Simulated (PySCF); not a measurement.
Static response to an electric field

Methylidenesilylene, CH2Si (singlet state).
Cartesian coordinates in Å at the PBE0-D3(BJ)/def2-TZVP level; atoms count from 1:
```
atom  x, y, z in Å
C1     0.071   -0.115   -0.220
Si2   -0.787    1.354   -0.276
H3     0.956   -0.310   -0.827
H4    -0.200   -0.954    0.420
```

Level: CAM-B3LYP/aug-cc-pVTZ (PySCF), static field, nuclei fixed, core orbitals frozen in the response. The polarisability tensor in these axes (au):

```
x   45.81 -8.07  1.45
y   -8.07 54.95  0.16
z    1.45  0.16 41.28
```

Task: Give the principal values, the mean and the anisotropy Δα = √{½[(α1 − α2)² + (α2 − α3)² + (α1 − α3)²]}.

Result: Principal values 39.85, 42.52 and 59.67 au; mean 47.35 au = 7.02 Å³ = 7.81 × 10⁻⁴⁰ C²·m²/J; Δα = 18.63 au (39 % of the mean).

Task: What is the dipole moment, and where does it point?

Result: (-0.15, 0.24, -0.01) D, 0.28 D in size, pointing from the negative to the positive side. Measured along this direction, the outermost atoms are H3 and H4 at the negative end and Si2 at the positive end.

Task: Refractivity n − 1 of an ideal gas of it at 400 K and 1 atm, from the electronic α?

Result: N = p/kT = 1.8347 × 10¹⁹ cm⁻³, so n − 1 = 2π × N × 7.02 × 10⁻²⁴ cm³ = 809 × 10⁻⁶ at long wavelengths, for an ideal gas.

Task: Give the principal axes and the span of the nuclei along them.

Result: Largest value along (-0.51, 0.86, -0.03), where the nuclei span 2.31 Å; middle along (0.58, 0.37, 0.73), 0.00 Å; least along (-0.64, -0.35, 0.69), 1.82 Å. The strongest response lies along the longest span, while the other two are in reverse order.

Task: What are the principal values of the traceless quadrupole moment, Θ = ½Σq(3rr − r²1), about the centre of nuclear charge?

Result: -3.50, -1.00, 4.50 D·Å. The values depend on the origin, since the dipole doesn't vanish. The electronic extent ⟨r²⟩ about the same centre is 115 bohr², a root-mean-square distance of 1.21 Å for the 22 electrons.

Task: Orientational against electronic polarisability at 500 K (dilute gas, rigid molecules)?

Result: In Gaussian units μ²/3kT = 0.39 Å³ against 7.02 Å³, a ratio of 0.06; the Debye molar polarisation (4π/3)N_A(α + μ²/3kT) is 18.7 cm³/mol, leaving out the vibrational part.

Geometry: PBE0-D3(BJ)/def2-TZVP; no solvent, vibrations or thermal averaging.

These values come from a run that also computed excited states. Hardware: one thread, Arm Neoverse V1 (aarch64), shared host with 64 logical CPUs at a one-minute load of 11. Cost: 3.4 s of wall time, 0.45 GiB resident at most.
